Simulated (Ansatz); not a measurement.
# H₂Cl (doublet): wave-function methods side by side at distance H1–H2 along a hydrogen transfer = 1.016 Å, cc-pVDZ

Aim: climb from Hartree-Fock through coupled cluster and multireference methods for H₂Cl (doublet) at one geometry and basis, and see what each rung misses.

Computed with Ansatz 0.2.0, Gaussian basis. Level: cc-pVDZ, core rule «outside noble gas», up to 5 orbitals frozen.

Plan: UHF; CCSD(T) on ROHF; CCSD(T) on UHF; BCCD(T) on ROHF; CISD; CCSDT(Q) on ROHF; CCSDT(Q) on UHF; CCSDTQ on ROHF; CCSDTQ on UHF; CASSCF and MRCISD+Q, 3 electrons in 3 orbitals; CASSCF and NEVPT2, 3 electrons in 3 orbitals; CASSCF and MRCISD+Q, 9 electrons in 6 orbitals; CASSCF and NEVPT2, 9 electrons in 6 orbitals; Full CI.

### Step 1. What is computed

The geometry derives from fragments relaxed apart (PBE0/def2-TZVP) and kept rigid, so it is no stationary point. A hydrogen atom is moved between rigid fragments.

3 atoms, charge 0, spin multiplicity 2.

Atoms are counted from 1 here; the program's logs count them from 0.

Bond lengths: H2–Cl3 1.395 Å.

As a file:

```xyz
3
charge 0, multiplicity 2
H     0.0000    0.0000   -1.1423
H     0.0000    0.0000   -0.1263
Cl    0.0000    0.0000    1.2687
```

### Step 2. UHF

in.yaml

```yaml
crystal:
  periodic: [false, false, false]
  atoms:
    - {symbol: H, position_ang: [0.000000, 0.000000, -1.142333]}
    - {symbol: H, position_ang: [0.000000, 0.000000, -0.126333]}
    - {symbol: Cl, position_ang: [0.000000, 0.000000, 1.268667]}
basis:
  gaussian: {orbitals: cc-pVDZ}
magnetization: {spin_polarized: true, initial_magnetization: 1}
hamiltonian: {xc: hf}
output: {orbitals: {seedname: orbitals}}
```

Run with:

```console
ansatz run in.yaml --threads 1 --pin off --events-out ev --progress --plain --max-ram 2816MiB --backend cpu
```

Further steps of the session: CCSD(T) on ROHF; CCSD(T) on UHF; BCCD(T) on ROHF; CISD; CCSDT(Q) on ROHF; CCSDT(Q) on UHF; CCSDTQ on ROHF; CCSDTQ on UHF; CASSCF and MRCISD+Q, 3 electrons in 3 orbitals; CASSCF and NEVPT2, 3 electrons in 3 orbitals; CASSCF and MRCISD+Q, 9 electrons in 6 orbitals; CASSCF and NEVPT2, 9 electrons in 6 orbitals; Full CI.

Q: Predict the results of all the runs planned. Wanted: FCI below the RHF energy; RMP2 from FCI; UMP2 from FCI; RCCSD from FCI; RCCSD(T) from FCI; UCCSD(T) from FCI; RCCSDT(Q) from FCI; UCCSDT(Q) from FCI; NEVPT2 pair from FCI.

**Answer**, as computed:

| quantity | value |
| --- | --- |
| FCI below the RHF energy | -5.0030 eV |
| RMP2 from FCI | +61.5 kJ/mol |
| UMP2 from FCI | +62.5 kJ/mol |
| RCCSD from FCI | +9.9 kJ/mol |
| RCCSD(T) from FCI | +1.8 kJ/mol |
| UCCSD(T) from FCI | +1.8 kJ/mol |
| RCCSDT(Q) from FCI | +0.1 kJ/mol |
| UCCSDT(Q) from FCI | +0.1 kJ/mol |
| NEVPT2 pair from FCI | +53.1 kJ/mol |
| MRCISD+Q pair from FCI | +0.6 kJ/mol |
| NEVPT2 valence from FCI | +89.3 kJ/mol |
| levels within 1 kcal/mol (43 meV) | RCCSD(T), UCCSD(T), BCCD(T), RCCSDT, UCCSDT, RCCSDT(Q), UCCSDT(Q), RCCSDTQ, UCCSDTQ, MRCISD+Q pair, MRCISD+Q valence |
| T1 diagnostic | 0.027 |
| effectively unpaired electrons | 1.03 |

In words: RCCSD(T) lands +1.8 kJ/mol from the yardstick (0.4 % of the correlation energy). One determinant dominates. Of the multireference levels listed MRCISD+Q valence comes nearest in total energy (+0.5 kJ/mol), which doesn't show that its space is the better one. These misses are within one basis, not against nature; the frozen cores of restricted and unrestricted runs differ, which can shift their rows.
